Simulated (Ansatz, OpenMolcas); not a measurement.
Worked example: the enthalpy of formation of SF4 (sulfur tetrafluoride)

SF4 has 5 atoms, charge 0, and is taken as a singlet. SMILES: `FS(F)(F)F`. Geometry: relaxed at PBE0-D4/def2-TZVP.

Total energies at PBE/6-311+G** (OpenMolcas 26.06); the atoms run unrestricted:

```tsv
species	state	energy (Eh)
SF4	singlet	-797.080522
F	doublet	-99.659855
S	triplet	-397.938785
```

Harmonic wavenumbers at PBE0-D4/def2-TZVP, in cm⁻¹: 225, 351, 463, 528, 532, 564, 748, 873, 903.

Measured heats of formation of the gaseous atoms at 298.15 K, in kJ/mol: F 79.4, S 277.0. Spin-orbit lowering of the atoms at 298 K (mean of the ground term's levels less their thermal mean, from spectra), in kJ/mol: F 1.29, S 1.88. Take 1 Eh = 2625.50 kJ/mol, 1 cm⁻¹ = 0.0119627 kJ/mol, RT = 2.479 kJ/mol.

Problem. What heat of formation follows?

Solution. 
1. Electronic atomisation energy: 4 × (-99.659855) + (-397.938785) − (-797.080522) = 0.502317 Eh = 1318.8 kJ/mol.
2. Zero-point energy: half the sum of the wavenumbers, 2593.5 cm⁻¹ = 31.0 kJ/mol.
3. Thermal vibrational enthalpy, Σ hcν̃/(exp(hcν̃/kT) − 1): 5.1 kJ/mol. Translation, rotation and pV of a non-linear molecule: 4 RT = 9.9 kJ/mol.
4. The 5 free atoms carry 5/2 RT each: 31.0 kJ/mol.
5. Spin-orbit coupling lowers the free atoms by 4 × 1.29 + 1.88 = 7.0 kJ/mol.
6. Atomisation enthalpy at 298 K: 1318.8 − 7.0 − 31.0 − 5.1 − 9.9 + 31.0 = 1296.8 kJ/mol.
7. Sum of the atoms' heats of formation: 594.6 kJ/mol. Heat of formation: 594.6 − 1296.8 = -702.2 kJ/mol.

No measured value is set beside it here. Anharmonicity and any spin-orbit splitting of the molecule are left out.
